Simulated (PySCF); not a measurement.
Mapped SMILES: `[CH3:1][P:2]1[CH2:3][CH2:4]1`. Each H is labelled by its parent atom.

GIAO PBE0/pcSseg-1 shifts (PySCF, gas phase, non-relativistic, equivalent atoms averaged), each against references optimised in the same way as the molecule (TMS, H3PO4).

On the GFN2-xTB geometry: C1 18.2, C3/C4 9.4, P2 -274.4, H(C3)/H(C4) 0.65, H(C1) 0.55 ppm.

**Question.** What changes on the PBE0-D3(BJ)/def2-SVP geometry?

**Answer.** 
```json
{"atoms": "C1", "δ (ppm)": "17.2", "change": "-1.0"}
{"atoms": "C3/C4", "δ (ppm)": "9.7", "change": "+0.3"}
{"atoms": "P2", "δ (ppm)": "-285.3", "change": "-10.9"}
{"atoms": "H(C3)/H(C4)", "δ (ppm)": "0.67", "change": "+0.02"}
{"atoms": "H(C1)", "δ (ppm)": "0.45", "change": "-0.10"}
```

Bonds between heavy atoms that differ most (equivalent bonds averaged): P2–C3 1.843 → 1.853 Å, C3–C4 1.505 → 1.497 Å, C1–P2 1.861 → 1.857 Å. Mean change of bonds to hydrogen: C–H +0.013 Å.
